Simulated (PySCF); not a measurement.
# C4H7F (SMILES FC1CCC1) at 6 levels

Aim: a comparison of 6 runs (HF/3-21G, B3LYP/3-21G, PBE/3-21G, TPSS/6-31G*, B3LYP/6-31G*, MP2/def2-TZVP) of C4H7F. The job is set up through a Python script.

Program for the calculation: PySCF 2.14.0.

**1. The molecule**

C4H7F: 12 atoms, total charge 0, spin state singlet. As SMILES, `FC1CCC1`. The coordinates come from a PBE0-D4/def2-TZVP relaxation.

Bond lengths: F1–C2 1.376 Å, C2–C3 1.526 Å, C3–C4 1.544 Å, C2–C5 1.526 Å, C4–C5 1.544 Å, C2–H6 1.094 Å, C3–H7 1.090 Å, C3–H8 1.092 Å, C4–H9 1.091 Å, C4–H10 1.089 Å, C5–H11 1.092 Å, C5–H12 1.090 Å. Some angles: F1–C2–C3 117.2°, F1–C2–C5 117.2°, C3–C2–C5 89.6°, C2–C3–C4 87.1°, C3–C4–C5 88.3°, C2–C5–C4 87.1°, F1–C2–H6 107.5°, C3–C2–H6 112.4°, C5–C2–H6 112.4°, C2–C3–H7 118.6°.

**2. Energy and forces at HF/3-21G (run 1)**

Input file input.py:

```python
from pyscf import gto, scf

mol = gto.Mole()
mol.atom = '''
F     -3.121450    -2.025219    -2.015204
C     -1.786925    -0.762882    -0.175367
C      0.800677    -1.819806     0.534792
C      1.698864     0.945241     0.773843
C     -0.539139     1.726265    -0.926344
H     -3.031310    -0.557658     1.463593
H      0.939761    -3.070427     2.165626
H      1.650298    -2.732166    -1.109647
H      1.485703     1.657290     2.697395
H      3.596149     1.388949     0.110927
H     -0.009449     1.660880    -2.919816
H     -1.537103     3.485411    -0.535548
'''
mol.charge = 0
mol.basis = '3-21g'
mol.max_memory = 1860
mol.verbose = 4
mol.unit = 'bohr'
mol.build()

calc0 = scf.RHF(mol)
calc0.conv_tol = 1e-10
calc0.kernel()
if not calc0.converged:
    calc0 = calc0.newton().run(calc0.mo_coeff, calc0.mo_occ)

etot = calc0.e_tot
print(f'total energy: {etot:.8f} hartree')
grad = calc0.nuc_grad_method().kernel()
calc0.analyze()
```

Command:

```console
$ OMP_NUM_THREADS=1 python input.py
```

Standard output:

```text
PySCF version 2.14.0

[... 80 lines left out ...]
Total Energy =                        -253.552503075322448
[... 9 lines left out ...]
MO #3   energy= -11.17833385344    occ= 2
[... 7 lines left out ...]
MO #11  energy= -0.696153811000465 occ= 2
[... 7 lines left out ...]
MO #19  energy= -0.45430784971009  occ= 2
[... 7 lines left out ...]
MO #27  energy= 0.363859883699725  occ= 0
[... 7 lines left out ...]
MO #35  energy= 0.975695920711561  occ= 0
[... 7 lines left out ...]
MO #43  energy= 1.21848260021464   occ= 0
[... 7 lines left out ...]
MO #51  energy= 1.65032827389606   occ= 0
[... 7 lines left out ...]
MO #59  energy= 4.18427656291099   occ= 0
[... 74 lines left out ...]
Dipole moment(X, Y, Z, Debye):  1.26341,  1.02926,  1.33940
```

Run time: 3.9 s. Hardware: 1 thread of Intel Xeon at 2.70GHz, shared host; peak memory 0.13 GiB.

**3. Energy and forces at B3LYP/3-21G (run 2)**

Input file job.py:

```python
from pyscf import gto, dft

molecule = gto.M(
    atom='''
F       -1.651800      -1.071700      -1.066400
C       -0.945600      -0.403700      -0.092800
C        0.423700      -0.963000       0.283000
C        0.899000       0.500200       0.409500
C       -0.285300       0.913500      -0.490200
H       -1.604100      -0.295100       0.774500
H        0.497300      -1.624800       1.146000
H        0.873300      -1.445800      -0.587200
H        0.786200       0.877000       1.427400
H        1.903000       0.735000       0.058700
H       -0.005000       0.878900      -1.545100
H       -0.813400       1.844400      -0.283400
''',
    basis='3-21g',
    max_memory=1860,
    verbose=4,
    spin=0,
)

myscf = dft.RKS(molecule, xc='b3lyp')
myscf.grids.level = 5
myscf.conv_tol = 1e-10
myscf.kernel()
if not myscf.converged:
    myscf = myscf.newton().run(myscf.mo_coeff, myscf.mo_occ)

energy = myscf.e_tot
print(f'total energy: {energy:.8f} hartree')
grad = myscf.nuc_grad_method().kernel()
myscf.analyze()
```

Command:

```console
$ OMP_NUM_THREADS=1 python job.py
```

Standard output:

```text
PySCF version 2.14.0

[... 95 lines left out ...]
Total Energy =                        -255.052056762572477
[... 9 lines left out ...]
MO #3   energy= -10.1254196028795  occ= 2
[... 7 lines left out ...]
MO #11  energy= -0.502611310272114 occ= 2
[... 7 lines left out ...]
MO #19  energy= -0.297467012789472 occ= 2
[... 7 lines left out ...]
MO #27  energy= 0.201639912624669  occ= 0
[... 7 lines left out ...]
MO #35  energy= 0.726498619281442  occ= 0
[... 7 lines left out ...]
MO #43  energy= 0.947570170868497  occ= 0
[... 7 lines left out ...]
MO #51  energy= 1.38302016887656   occ= 0
[... 7 lines left out ...]
MO #59  energy= 3.75906465748168   occ= 0
[... 74 lines left out ...]
Dipole moment(X, Y, Z, Debye):  0.99597,  0.79967,  1.02744
```

Run time: 20 s. Hardware: 1 thread of Intel Xeon at 2.70GHz, shared host; peak memory 0.6 GiB.

Run 3 isn't shown in full; the table further down has it.

**4. Energy and forces at TPSS/6-31G(d) (spherical functions) (run 4)**

Input file job.py:

```python
import pyscf.grad
from pyscf import gto, dft

mol = gto.Mole()
mol.atom = '''
F     -3.121450    -2.025219    -2.015204
C     -1.786925    -0.762882    -0.175367
C      0.800677    -1.819806     0.534792
C      1.698864     0.945241     0.773843
C     -0.539139     1.726265    -0.926344
H     -3.031310    -0.557658     1.463593
H      0.939761    -3.070427     2.165626
H      1.650298    -2.732166    -1.109647
H      1.485703     1.657290     2.697395
H      3.596149     1.388949     0.110927
H     -0.009449     1.660880    -2.919816
H     -1.537103     3.485411    -0.535548
'''
mol.max_memory = 1860
mol.basis = '6-31g*'
mol.charge = 0
mol.verbose = 3
mol.unit = 'bohr'
mol.build()

mf = dft.RKS(mol)
mf.xc = 'tpss'
mf.grids.level = 5
mf.conv_tol = 1e-10
mf.kernel()
if not mf.converged:
    mf = mf.newton().run(mf.mo_coeff, mf.mo_occ)

energy = mf.e_tot
print(f'total energy: {energy:.8f} hartree')
grad = mf.Gradients().kernel()
mf.analyze()
```

Command:

```console
$ OMP_NUM_THREADS=1 python job.py
```

Standard output:

```text
converged SCF energy = -256.480089071841
[... 13 lines left out ...]
MO #4   energy= -9.98955256888071  occ= 2
[... 9 lines left out ...]
MO #14  energy= -0.376612999045903 occ= 2
[... 9 lines left out ...]
MO #24  energy= 0.132172826952388  occ= 0
[... 9 lines left out ...]
MO #34  energy= 0.514934625137938  occ= 0
[... 9 lines left out ...]
MO #44  energy= 0.808311628910876  occ= 0
[... 9 lines left out ...]
MO #54  energy= 1.23269938413964   occ= 0
[... 9 lines left out ...]
MO #64  energy= 1.79618683396717   occ= 0
[... 9 lines left out ...]
MO #74  energy= 2.23648863896541   occ= 0
[... 9 lines left out ...]
MO #84  energy= 3.05443059516792   occ= 0
[... 13 lines left out ...]
Dipole moment(X, Y, Z, Debye):  0.96769,  0.76606,  0.97187
```

It took 54 s on 1 thread of Intel Xeon at 2.70GHz, shared host; peak memory 0.86 GiB.

Run 5 isn't shown in full; the table further down has it.

**5. Energy and gradient at MP2/def2-TZVP (run 6)**

Input file input.py:

```python
# FC1CCC1
import pyscf.grad
from pyscf import gto, scf, mp

mol = gto.Mole()
mol.atom = '''
F     -3.121450    -2.025219    -2.015204
C     -1.786925    -0.762882    -0.175367
C      0.800677    -1.819806     0.534792
C      1.698864     0.945241     0.773843
C     -0.539139     1.726265    -0.926344
H     -3.031310    -0.557658     1.463593
H      0.939761    -3.070427     2.165626
H      1.650298    -2.732166    -1.109647
H      1.485703     1.657290     2.697395
H      3.596149     1.388949     0.110927
H     -0.009449     1.660880    -2.919816
H     -1.537103     3.485411    -0.535548
'''
mol.basis = 'def2-tzvp'
mol.verbose = 4
mol.unit = 'bohr'
mol.max_memory = 1860
mol.build()

mf = scf.RHF(mol)
mf.conv_tol = 1e-10
mf.kernel()
if not mf.converged:
    mf = mf.newton().run(mf.mo_coeff, mf.mo_occ)

pt = mp.MP2(mf, frozen=5).run()
energy = pt.e_tot
print('E = %.10f Eh' % energy)
grad = pt.Gradients().kernel()
dip = mf.dip_moment()
pop, q = mf.mulliken_pop()
```

Command:

```console
$ OMP_NUM_THREADS=1 python input.py
```

Standard output:

```text
PySCF version 2.14.0

[... 68 lines left out ...]
converged SCF energy = -255.054606274327
[... 17 lines left out ...]
Dipole moment(X, Y, Z, Debye):  1.25134,  1.01284,  1.31068
[... 210 lines left out ...]
charge of   11H =      0.09944
```

Wall time 4.5 min (1 thread of Intel Xeon at 2.70GHz, shared host); peak memory 3.1 GiB.

**6. All runs side by side**

```
run                               level  integration grid  Cartesian functions  energy (Eh)  dipole moment (D) of the reference  HOMO energy (eV)  LUMO energy (eV)  wall time
  1                            HF/3-21G                 –                   no  -253.552503                                2.11            -12.17              6.68      3.9 s
  2                         B3LYP/3-21G                 5                   no  -255.052057                                1.64             -7.97              2.66       20 s
  3                           PBE/3-21G                 5                   no  -254.737515                                1.49             -6.51              1.90       20 s
  4   TPSS/6-31G* (spherical functions)                 5                   no  -256.480089                                1.57             -6.89              1.80       54 s
  5  B3LYP/6-31G* (Cartesian functions)                 5                  yes  -256.447398                                1.64             -8.15              2.31       59 s
  6                       MP2/def2-TZVP                 –                   no  -255.961857                                2.08            -12.30              3.83    4.5 min
```

**7. Results**

```
                                          quantity          value
                               run 6: total energy  -255.96186 Eh
       run 6: dipole moment (Hartree–Fock density)         2.08 D
        run 6: HOMO energy (Hartree–Fock orbitals)      -12.30 eV
        run 6: LUMO energy (Hartree–Fock orbitals)        3.83 eV
      run 6: HOMO–LUMO gap (Hartree–Fock orbitals)       16.13 eV
run 6: correlation energy (5 core orbitals frozen)     -907.3 mEh
                   run 6: largest force on an atom     0.240 eV/Å
```

Over runs 1, 2, 3, 4, 5 the dipole moment (its size) runs from 1.49 D (PBE/3-21G) to 2.11 D (HF/3-21G). Over runs 1, 2, 3, 4, 5 the HOMO–LUMO gap runs from 8.41 eV (PBE/3-21G) to 18.85 eV (HF/3-21G). Exact exchange widens orbital gaps. Totals of different functionals can't be ranked against each other. All runs together took 7.1 min, the longest 4.5 min.
